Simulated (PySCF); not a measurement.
# AlSi (quartet) at other levels of theory

What do other methods print for AlSi (quartet)?

Computed with PySCF 2.14.0. Level: method and basis as typed in the scripts.

5 further runs of the same task are left out: 5 that didn't finish.

### 1 The starting structure

AlSi (quartet): 2 atoms, charge 0, spin multiplicity 4.

Bond lengths: Al1–Si2 2.079 Å.

### 2 The base run

Contents of input.py:

```python
from pyscf import gto, scf, mcscf

mol = gto.M(
    atom='Al 0 0 0; Si 0 0 2.079',
    basis='cc-pvdz',
    charge=0,
    spin=3,
    verbose=3,
)
mf = scf.ROHF(mol)
mf = mf.density_fit(auxbasis='def2-universal-jkfit')
mf.kernel()
mc = mcscf.CASSCF(mf, 6, 7)
mc.kernel()
mc.analyze()
mf.dip_moment()
print('orbital energies (hartree):', mf.mo_energy[..., max(0, mol.nelec[1]-3):mol.nelec[0]+3].round(4))
```

The run is started by

```console
OMP_NUM_THREADS=1 python input.py
```

### 3 SCF alone

Variant 1 changes step after the SCF: casscf → none.

input.py, as its differences from that of step 2:

```diff
@@ -1,2 +1,2 @@
-from pyscf import gto, scf, mcscf
+from pyscf import gto, scf
 
@@ -12,5 +12,2 @@
 mf.kernel()
-mc = mcscf.CASSCF(mf, 6, 7)
-mc.kernel()
-mc.analyze()
 mf.dip_moment()
```

### 4 O3lyp (ROKS)

Variant 2 changes functional: none (Hartree–Fock) → o3lyp; SCF type: ROHF → ROKS; step after the SCF: casscf → analyze.

Contents of input.py:

```python
from pyscf import gto, dft

mol = gto.M(
    atom='Al 0 0 0; Si 0 0 2.079',
    basis='cc-pvdz',
    charge=0,
    spin=3,
    verbose=3,
)
mf = dft.ROKS(mol, xc='o3lyp')
mf = mf.density_fit(auxbasis='def2-universal-jkfit')
mf.kernel()
mf.analyze()
print('orbital energies (hartree):', mf.mo_energy[..., max(0, mol.nelec[1]-3):mol.nelec[0]+3].round(4))
```

### 5 UHF

Variant 3 changes SCF type: ROHF → UHF.

Contents of input.py:

```python
from pyscf import gto, scf, mcscf

mol = gto.M(
    atom='Al 0 0 0; Si 0 0 2.079',
    basis='cc-pvdz',
    charge=0,
    spin=3,
    verbose=3,
)
mf = scf.UHF(mol)
mf = mf.density_fit(auxbasis='def2-universal-jkfit')
mf.kernel()
mc = mcscf.CASSCF(mf, 6, 7)
mc.kernel()
mc.analyze()
mf.dip_moment()
print('orbital energies (hartree):', [e[max(0, n-3):n+3].round(4) for e, n in zip(mf.mo_energy, mol.nelec)])
```

### 6 Stability test (UHF)

Variant 4 changes step after the SCF: casscf → stability; SCF type: ROHF → UHF.

Contents of input.py:

```python
from pyscf import gto, scf

mol = gto.M(
    atom='Al 0 0 0; Si 0 0 2.079',
    basis='cc-pvdz',
    charge=0,
    spin=3,
    verbose=3,
)
mf = scf.UHF(mol)
mf = mf.density_fit(auxbasis='def2-universal-jkfit')
mf.kernel()
mf.stability(internal=True, external=True)
mf.dip_moment()
print('orbital energies (hartree):', [e[max(0, n-3):n+3].round(4) for e, n in zip(mf.mo_energy, mol.nelec)])
```

### 7 Population analysis

Variant 5 changes step after the SCF: casscf → analyze.

Contents of input.py:

```python
from pyscf import gto, scf

mol = gto.M(
    atom='Al 0 0 0; Si 0 0 2.079',
    basis='cc-pvdz',
    charge=0,
    spin=3,
    verbose=3,
)
mf = scf.ROHF(mol)
mf = mf.density_fit(auxbasis='def2-universal-jkfit')
mf.kernel()
mf.analyze()
print('orbital energies (hartree):', mf.mo_energy[..., max(0, mol.nelec[1]-3):mol.nelec[0]+3].round(4))
```

### 8 Geometry optimisation

Variant 6 changes step after the SCF: casscf → optimize.

Contents of input.py:

```python
from pyscf import gto, scf
from pyscf.geomopt.geometric_solver import optimize

mol = gto.M(
    atom='Al 0 0 0; Si 0 0 2.079',
    basis='cc-pvdz',
    charge=0,
    spin=3,
    verbose=3,
)
mf = scf.ROHF(mol)
mf = mf.density_fit(auxbasis='def2-universal-jkfit')
mf.kernel()
mol_eq = optimize(mf, maxsteps=30)
print('optimised geometry (angstrom)')
print(mol_eq.tostring('raw'))
print('orbital energies (hartree):', mf.mo_energy[..., max(0, mol.nelec[1]-3):mol.nelec[0]+3].round(4))
```

Before running it: what results should come out? Wanted: for each run, E(SCF); from base; gap, α spin; SCF dipole; after the SCF.

The runs gave:

| run | E(SCF) (hartree) | from base (eV) | gap, α spin (eV) | SCF dipole (D) | after the SCF |
| --- | --- | --- | --- | --- | --- |
| base | -530.747083 | 0 | n/a | 1.17 | CASSCF correlation -0.509 eV |
| SCF alone | -530.747083 | 0.0000 | n/a | 1.17 | n/a |
| o3lyp (ROKS) | -531.771675 | not comparable | n/a | 0.86 | n/a |
| UHF | -530.749819 | -0.0744 | 9.20 | 1.39 | CASSCF correlation -0.435 eV |
| stability test (UHF) | -530.749819 | -0.0744 | 9.20 | 1.39 | stable |
| population analysis | -530.747083 | 0.0000 | n/a | 1.17 | n/a |
| geometry optimisation | -530.747083 | 0.0000 | n/a | n/a | bond 2.496 Å, -0.893 eV |

SCF columns refer to the geometry typed in the script.

A lower total energy from another functional means nothing by itself.
